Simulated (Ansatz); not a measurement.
Working through a composite energy at a relaxed geometry of CH₅BS, SMILES BSC

Program: the Python package of Ansatz (0.2.0).

Run as a notebook:

```python
import itertools

import ansatz as az
from ase.data import atomic_numbers, covalent_radii
import numpy as np
```

```python
BASIS = "def2-SVP"
FUNCTIONAL = "pbe0"
VDW = "d4"

geometry_ang = [
    ("B", (-0.8531, 0.8206, -0.8732)),
    ("S", (0.8501, 0.177, -0.9667)),
    ("C", (0.7009, -0.6752, 0.6213)),
    ("H", (-1.7263, 0.251, -1.3315)),
    ("H", (-1.101, 1.9068, -0.3978)),
    ("H", (0.5409, 0.0696, 1.4477)),
    ("H", (1.7207, -1.1907, 0.8442)),
    ("H", (-0.04, -1.4163, 0.6002)),
]
geometry = az.Crystal.molecule()
for symbol, xyz in geometry_ang:
    geometry = geometry.atom(symbol, xyz)
```

```python
calc = (
    geometry.calculation()
    .basis(gaussian=BASIS)  # atom-centred Gaussian functions
    .functional(FUNCTIONAL, dispersion=VDW)
)
symbols = [site.symbol for site in geometry.cartesian_sites]
start = np.array([site.position_ang for site in geometry.cartesian_sites], dtype=float)
rep = calc.relax(force_tolerance=0.01).run().report
end = np.array(rep["positions_ang"])
# pairs closer than 1.2 times the sum of covalent radii, before or after
radius = [covalent_radii[atomic_numbers[s]] for s in symbols]
span = lambda where, i, j: np.linalg.norm(where[i] - where[j])
bonded = [(i, j) for i, j in itertools.combinations(range(len(symbols)), 2) if min(span(start, i, j), span(end, i, j)) < 1.2 * (radius[i] + radius[j])]
print("pair        before    after (A)")
for i, j in bonded:
    print(f"{symbols[i]}{i}-{symbols[j]}{j}".ljust(10), f"{span(start, i, j):8.4f} {span(end, i, j):8.4f}")
```

    pair        before    after (A)
    B0-S1        1.8231   1.7565
    B0-H3        1.1388   1.2068
    B0-H4        1.2113   1.2050
    S1-C2        1.8084   1.8166
    C2-H5        1.1240   1.0988
    C2-H6        1.1642   1.0987
    C2-H7        1.0481   1.0974

```python
minimum = az.Crystal.molecule()
for symbol, place in zip(symbols, end):
    minimum = minimum.atom(symbol, place.tolist())
at_minimum = minimum.calculation()
# MP2 extrapolated to the basis limit, plus the small-basis difference CCSD(T) - MP2
level = lambda method, basis: at_minimum.basis(gaussian=basis).correlation(method).run().report
small, large, cluster = level("mp2", "cc-pVDZ"), level("mp2", "cc-pVTZ"), level("ccsd_t", "cc-pVDZ")
corr = lambda each: (each["free_energy_ev"] - each["reference_energy_ev"]) / 27.211386246
mp2_limit = (27 * corr(large) - 8 * corr(small)) / 19
pieces = {"HF / cc-pVTZ": large["reference_energy_ev"] / 27.211386246, "MP2 correlation, DZ-TZ limit": mp2_limit, "CCSD(T) - MP2 / cc-pVDZ": corr(cluster) - corr(small)}
for name, value in pieces.items():
    print(f"{name:32s} {value:14.6f} Ha")
print(f"{'sum':32s} {sum(pieces.values()):14.6f} Ha")
print("T1 diagnostic", round(cluster["correlation"]["coupled_cluster"]["t1_diagnostic"], 4))
```

    HF / cc-pVTZ                        -463.044026 Ha
    MP2 correlation, DZ-TZ limit          -0.501047 Ha
    CCSD(T) - MP2 / cc-pVDZ               -0.058487 Ha
    sum                                 -463.603560 Ha
    T1 diagnostic 0.0146

Reading the output:
- Total energies depend on the basis set; only differences at equal settings carry meaning.
- The sum leaves out core correlation, relativity, the Hartree-Fock basis error and zero-point energy; a DZ-TZ extrapolation is rough.
- Inner cores stay frozen, so this is valence correlation.
- For Al to Cl the sets with a tight d function, cc-pV(X+d)Z, are usual.
- An extrapolation from small basis sets is rough.
- Wall time of the script: 54 s on 1 thread of Intel(R) Xeon(R) 6975P-C (Granite Rapids) (shared host), peak memory 0.35 GiB.

(A comment or docstring line of the script was reworded after the run, the code is as it ran; lines on the test bed's own set-up are left out of the output.)
